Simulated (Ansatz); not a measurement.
C2H3F3 (`CC(F)(F)F`), relaxed with RKS PBE0-D4/def2-TZVP in the Gaussian-basis code of Ansatz from a PBE-D4/def2-SVP geometry. The force threshold is 0.005 eV/Å; the program also tests the step.

Total charge 0; spin multiplicity 1.

Start:

```xyz
8

C    -0.180   -0.438    0.647
C     0.159    0.386   -0.570
F    -0.251   -0.220   -1.711
F    -0.431    1.606   -0.525
F     1.495    0.587   -0.677
H     0.316   -1.423    0.577
H    -1.275   -0.582    0.703
H     0.168    0.084    1.557
```

```json
{"step": "1", "energy (eV)": "-10268.4421", "largest force (eV/Å)": "0.746", "largest move (Å)": "0.000"}
{"step": "2", "energy (eV)": "-10268.4722", "largest force (eV/Å)": "0.284", "largest move (Å)": "0.013"}
{"step": "3", "energy (eV)": "-10268.4743", "largest force (eV/Å)": "0.294", "largest move (Å)": "0.008"}
{"step": "4", "energy (eV)": "-10268.4759", "largest force (eV/Å)": "0.019", "largest move (Å)": "0.005"}
{"step": "5", "energy (eV)": "-10268.4759", "largest force (eV/Å)": "0.005", "largest move (Å)": "0.001"}
{"step": "6", "energy (eV)": "-10268.4759", "largest force (eV/Å)": "0.001", "largest move (Å)": "0.000"}
```

End:

```xyz
8

C    -0.180   -0.437    0.645
C     0.157    0.381   -0.562
F    -0.247   -0.214   -1.694
F    -0.424    1.589   -0.523
F     1.478    0.583   -0.673
H     0.311   -1.406    0.572
H    -1.259   -0.576    0.696
H     0.165    0.082    1.539
```

It took 12 s on 2 threads of a server CPU on a shared host, with 0.39 GiB of host memory at the peak.
